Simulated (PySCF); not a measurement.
## Stationary points of NH₄

Method: PBE0/[N def2-TZVP, H def2-TZVP], no relativity, density fitting, PySCF.

Relaxations began from a few typed shapes; open shells are unrestricted. The search is not exhaustive: other isomers or separated fragments can lie lower, and high-lying points may rest on an excited occupation.

**Question.** Order these stationary points by electronic energy, lowest first, in kJ/mol from the lowest minimum.
A. doublet Td: N–H 1.053 Å (×4); H–N–H 109.5° (×6)
B. doublet D2h: N–H 1.000 Å (×2), N–H 1.246 Å (×2); H–N–H 90.0° (×4), H–N–H 180.0° (×2)

**Answer.** A (0.0), B (238.6).

**Question.** Which of them are minima?

**Answer.** By energy in kJ/mol, 0.0: minimum; 238.6: saddle point, 2 imaginary modes.

Starts that fell apart ended at -4 kJ/mol on the same scale (coarser grid).
